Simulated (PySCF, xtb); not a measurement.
## H4N2Si: which of two isomers lies lower

We compare X, `[H]/N=[SiH]\N`, a singlet, with Y, `N[Si]N`, a singlet. Both are isolated molecules in the gas phase, relaxed with PBE0-D4/def2-SVP; the shapes shown needn't be the lowest conformers.

X (Å):

```xyz
7

N    -1.0282    0.0558   -1.4628
N     0.9182    0.4038    0.8302
Si   -0.1018   -0.4170   -0.2568
H    -1.1464    1.0134   -1.7766
H    -0.0347   -1.8552    0.0817
H     1.4454   -0.0710    1.5536
H     1.0612    1.4064    0.8255
```

Y (Å):

```yaml
atoms:
  - { symbol: N, position_ang: [-1.5611, -1.3704, -1.0706] }
  - { symbol: N, position_ang: [0.9213, -1.7523, -0.2329] }
  - { symbol: Si, position_ang: [0.0613, -1.2960, -1.6604] }
  - { symbol: H, position_ang: [-1.8773, -1.6165, -0.1368] }
  - { symbol: H, position_ang: [-2.3384, -1.1495, -1.6819] }
  - { symbol: H, position_ang: [0.5403, -1.9917, 0.6781] }
  - { symbol: H, position_ang: [1.9329, -1.8101, -0.2415] }
```

Quicker runs give these differences E(Y) − E(X): GFN2-xTB +63.6 kJ/mol; HF/STO-3G −241.8 kJ/mol (at GFN2-xTB geometries); r2SCAN-D4/def2-SVP −82.8 kJ/mol (at GFN2-xTB geometries).

Q: Which of the two would you expect CCSD(T)/def2-TZVP electronic energies to favour?

A: Structure Y; the calculation gives E(Y) − E(X) = −75.6 kJ/mol.

The same difference at several levels:

```json
{"level": "GFN2-xTB", "geometry": "GFN2-xTB", "E(Y) − E(X) (kJ/mol)": "+63.6", "departure from the last row (kJ/mol)": "+139.3", "job, with rough time for the two": "optimisation, 0.3 s"}
{"level": "HF/STO-3G", "geometry": "GFN2-xTB", "E(Y) − E(X) (kJ/mol)": "−241.8", "departure from the last row (kJ/mol)": "−166.2", "job, with rough time for the two": "single point, 1.8 s"}
{"level": "r2SCAN-D4/def2-SVP", "geometry": "GFN2-xTB", "E(Y) − E(X) (kJ/mol)": "−82.8", "departure from the last row (kJ/mol)": "−7.2", "job, with rough time for the two": "single point, 12 s"}
{"level": "PBE0-D4/def2-SVP", "geometry": "PBE0-D4/def2-SVP", "E(Y) − E(X) (kJ/mol)": "−95.7", "departure from the last row (kJ/mol)": "−20.1", "job, with rough time for the two": "optimisation, 59 s"}
{"level": "HF/def2-TZVP", "geometry": "PBE0-D4/def2-SVP", "E(Y) − E(X) (kJ/mol)": "−88.4", "departure from the last row (kJ/mol)": "−12.8", "job, with rough time for the two": "part of the CCSD(T) run"}
{"level": "MP2/def2-TZVP", "geometry": "PBE0-D4/def2-SVP", "E(Y) − E(X) (kJ/mol)": "−64.3", "departure from the last row (kJ/mol)": "+11.3", "job, with rough time for the two": "part of the CCSD(T) run"}
{"level": "CCSD(T)/def2-TZVP", "geometry": "PBE0-D4/def2-SVP", "E(Y) − E(X) (kJ/mol)": "−75.6", "departure from the last row (kJ/mol)": "", "job, with rough time for the two": "single point, 87 s"}
```

As drawn, Y has 1 N–Si, 1 N–H in place of 1 N=Si, 1 Si–H.

GFN2-xTB puts the two in the other order. The largest departure from CCSD(T)/def2-TZVP is that of HF/STO-3G, 166.2 kJ/mol.

With thermal terms from frequencies at re-optimised GFN2-xTB minima (ideal gas, soft modes damped towards free rotors, one conformer each, 298.15 K, 1 atm): the zero-point term adds +6.5 kJ/mol; ΔH is −68.7 and ΔG −68.1 kJ/mol.

The correlated steps freeze 7 core orbitals. Codes used: PySCF 2.14.0, xtb 6.7.1; the last row on 2 threads of Intel(R) Xeon(R) Platinum 8175M CPU @ 2.50GHz (Skylake/Cascade Lake) on a shared host.
